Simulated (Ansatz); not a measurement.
The input, for Ansatz 0.2.0:

```yaml
crystal:
  periodic: [false, false, false]
  atoms:
    - {symbol: Si, position_ang: [0.000000, 0.000000, 0.000000]}
    - {symbol: Mg, position_ang: [0.000000, 0.000000, 2.532400]}
basis:
  gaussian: {orbitals: cc-pVDZ}
correlation: {method: fci, electrons: outside_noble_gas}
```

```sh
$ ansatz run in.yaml --threads 1 --pin off --events-out ev --progress --plain --max-ram 2393MiB
```

Output:

```
655 factors; integrals over basis functions are off by at most 9.8e-8 eV
mean field evaluation 1: about -13290.1417 eV, gradient 4.3e0 eV
mean field evaluation 2: about -13290.1505 eV, gradient 4.3e0 eV
mean field evaluation 4: about -13290.2908 eV, gradient 5.1e-1 eV
mean field evaluation 8: about -13290.2946 eV, gradient 4.0e-2 eV
mean field evaluation 16: about -13284.9342 eV, gradient 2.9e0 eV
mean field evaluation 32: about -13290.2943 eV, gradient 1.3e-1 eV
mean field evaluation 64: about -13289.8642 eV, gradient 5.6e0 eV
mean field evaluation 96: about -13290.3004 eV, gradient 9.9e-3 eV
mean field -13290.29471339 eV, -488.4093222319 hartree, gradient 1.0e-6 eV, S^2 0.000000; 7 other end points of the search recorded, 0 dependent functions left out; unrestricted orbitals would lower it
unrestricted determinant -13291.76930557 eV, -488.4635124947 hartree, S^2 1.6933
10 core orbitals not correlated: weight in the atoms' cores, before any rotation towards them, 1.000 or more for the frozen orbitals, at most 0.000 for the correlated occupied ones
reference -13290.29471339 eV, -488.4093222319 hartree; 3, 3 occupied and 23, 23 virtual orbitals, 655 factors
state -13294.27720767 eV, -488.5556761972 hartree
Total energy: -13294.27720767 eV, -488.5556761972 hartree
```

Natural occupations: 1.9287 1.7912 0.9718 0.9536 0.1635 0.0461 0.0455 0.0179 0.0177 0.0107 0.0106 0.0103 0.0080 0.0046 0.0043 0.0043 0.0020 0.0019 0.0019 0.0019 0.0015 0.0009 0.0003 0.0003.

Ran on 1 thread of AMD EPYC 9R45, shared host: 11 s wall, 0.26 GiB peak host memory.
